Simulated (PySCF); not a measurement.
Gas-phase reaction: CH₃CCl₃ + 3 CH₃Cl → CH₃C(CH₃)₂CH₃ + 3 Cl₂

Method: PySCF energies plus ideal-gas RRHO corrections (1 bar). † marks an energy on the PBE0/def2-TZVP geometry and frequencies; other levels use their own. MP2 freezes the core. 6-31G* has spherical d functions here. All species are closed-shell singlets. B3LYP is the form with VWN-RPA correlation. MP2 isn't extrapolated to the basis-set limit; its ΔH°(298 K) is 271.4 kJ in def2-SVP and 262.3 kJ in def2-TZVPP. The harmonic model lacks anharmonicity and excited electronic states, which grow with temperature; levels with a mode under 35 cm⁻¹ are left out. Internal rotation in CH₃CCl₃, CH₃C(CH₃)₂CH₃ is treated as a harmonic vibration of one conformer, which makes the entropy rough.

| level | ΔE electronic, kJ | ΔH°(298 K), kJ | ΔS°(298 K), J/K | ΔG°(1800 K), kJ |
|---|---|---|---|---|
| B3LYP/6-31G* | 269 | 274 | -47 | 343 |
| B3LYP/def2-TZVP† | 217 | 221 | -48 | 292 |
| HF/6-31G* | 309 | 311 | -48 | 382 |
| HF/def2-TZVP† | 254 | 259 | -48 | 330 |
| M06-2X/def2-TZVP† | 225 | 230 | -48 | 301 |
| MP2/def2-TZVPP† | 258 | 262 | -48 | 333 |
| PBE/def2-SVP | 234 | 239 | -47 | 309 |
| PBE0/def2-TZVP | 226 | 231 | -48 | 302 |
| r2SCAN/def2-TZVP† | 237 | 241 | -48 | 312 |
ΔH° is lowest at B3LYP/def2-TZVP† and highest at HF/6-31G*. No reference value is set beside these.
